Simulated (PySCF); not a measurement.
An unknown is described by computed data only.

Elements present: C and O. Monoisotopic mass: 27.9949 u.

* NMR, other nuclei: isotropic shieldings of nuclei other than C and H, by class: -88 (1 O) ppm [GIAO PBE0/pcSseg-1]
* Dipole: 0.04 D [PBE0/pcSseg-1]
* 13C NMR: chemical shifts (computed TMS as zero) by class: 204.1 (1 C) ppm [GIAO PBE0/pcSseg-1]
* Rotational structure: rotational constant B (linear): 58.001 GHz [GFN2-xTB]
* Couplings: largest of the computed one-bond spin–spin couplings (means over like bonds): 17O–13C +20.9 Hz [B3LYP/pcJ-1]

The electronic properties come from PySCF, for the isolated species, density fitting. Levels stand in brackets. Geometry: GFN2-xTB; no solvent, vibrations or thermal averaging. NMR classes are plain means over equivalent atoms (diastereotopic ones count apart unless rotation or inversion swaps them), as if these changed places fast.

Question: Which formula fits the mass and the elements?

Answer: CO (calculated 27.9949). No other formula that holds each of these elements comes within 0.0003 u with a fitting electron parity and a possible valence count.

Question: Propose a structure and show how it fits.

Answer: Its formula, CO, gives 2 degrees of unsaturation: 0 rings and 2 π bonds in the structure found. The one carbon: carbon bonded to O (204.1 ppm). The other shieldings belong to: -88 ppm, oxygen bonded to C. The couplings run between: +20.9 Hz, oxygen bonded to C and carbon bonded to O. The optimised geometry has point group C∞v and is a linear rotor. Structure: `[C-]#[O+]` (carbon monoxide).
